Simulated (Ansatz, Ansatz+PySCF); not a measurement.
```xyz
10

C     0.0000    0.5761   -1.1358
C     0.0000   -0.5761   -1.1358
C     0.0000    1.3455   -0.1232
C     0.0000   -1.3455   -0.1232
C     0.0000    0.6464    0.9702
C     0.0000   -0.6464    0.9702
H     0.0000    2.3501   -0.1198
H     0.0000   -2.3501   -0.1198
H     0.0000    1.1313    1.8524
H     0.0000   -1.1313    1.8524
```

RHF on singlet C₆H₄ was run in several spherical basis sets with Ansatz (development build ahead of 0.2.0). Caution for RHF: no unrestricted run beside it, a lower state can exist.

**Question.** Rank the basis sets by the total energy that they give, lowest first, with the distance from the lowest.
A. def2-SVP
B. 6-31G(d)
C. cc-pVDZ

**Answer.** C (0.00 eV), B (0.32 eV), A (5.10 eV).

Totals follow the description of the cores as much as that of the bonds, so this order isn't one of quality for chemistry.
